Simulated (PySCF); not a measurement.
NH3, optimised at PBE/def2-SVP:

```xyz
4

N     -0.0740     0.0208     0.0218
H      0.0120     0.3743    -0.9427
H     -0.0001    -1.0023    -0.0796
H      0.8148     0.2926     0.4677
```

Method: PySCF energies (xtb for GFN2) plus ideal-gas RRHO corrections (1 bar). 6-31G* has spherical d functions here. All species are closed-shell singlets. B3LYP is the form with VWN-RPA correlation.

**Question.** List the harmonic frequencies (cm⁻¹, unscaled) at this level and at the other levels, each on its own geometry.

**Answer.** 
- PBE/def2-SVP: 1054, 1614, 1614, 3358, 3481, 3481
- B3LYP/6-31G*: 1130, 1728, 1728, 3439, 3570, 3570
- GFN2-xTB: 1161, 1593, 1593, 3425, 3477, 3477
- HF/6-31G*: 1211, 1851, 1851, 3684, 3816, 3816
- PBE0/def2-TZVP: 1031, 1670, 1670, 3503, 3632, 3632
